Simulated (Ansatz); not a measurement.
## Ansatz (development build ahead of 0.2.0) run

```yaml
crystal:
  periodic: [false, false, false]
  atoms:
    - { symbol: P, position_ang: [0.0, 0.0, 0.11976] }
    - { symbol: H, position_ang: [1.1008, 0.0, -0.59881] }
    - { symbol: H, position_ang: [-0.5504, 0.95332, -0.59881] }
    - { symbol: H, position_ang: [-0.5504, -0.95332, -0.59881] }
basis:
  gaussian: { orbitals: cc-pVDZ }
hamiltonian:
  xc: hf
```

The input is written out in the form of the current development build from the run's settings.

Results

| Property | Result |
| --- | --- |
| Converged | yes |
| Total energy | -342.45352 hartree |
| Spin squared of the determinant | 0.000 |
